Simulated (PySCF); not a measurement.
Homolysis of single bonds, series B OH-I. All species are isolated molecules in the gas phase. One relaxed conformer stands for each flexible species; it need not be the lowest. Strings in code marks are SMILES.

The highest occupied spin orbital from two functionals at the same geometries (CAM-B3LYP-D3(BJ)/def2-TZVP), both in PySCF: PBE-D3(BJ)/def2-TZVP and TPSSh-D3(BJ)/def2-TZVP. 

```
species                                                                  PBE-D3(BJ)/def2-TZVP (eV)  TPSSh-D3(BJ)/def2-TZVP (eV)
-----------------------------------------------------------------------  -------------------------  ---------------------------
radical fragment (`[B](O)O` (H–O–B–O torsion 0°, O–B–O–H torsion 180°))                      -4.63                        -5.30
radical fragment (`[OH]`)                                                                    -7.16                        -8.09
radical fragment (`I[B]O` (H–O–B–I torsion 0°))                                              -4.95                        -5.59
radical fragment (`I[B]I`)                                                                   -4.82                        -5.46
```

Over these rows, drawn at random from the members with no instability flagged (it was tested for open shells, ions and some series alone), PBE minus TPSSh-D3(BJ): mean +0.72 eV, from +0.64 eV to +0.93 eV.
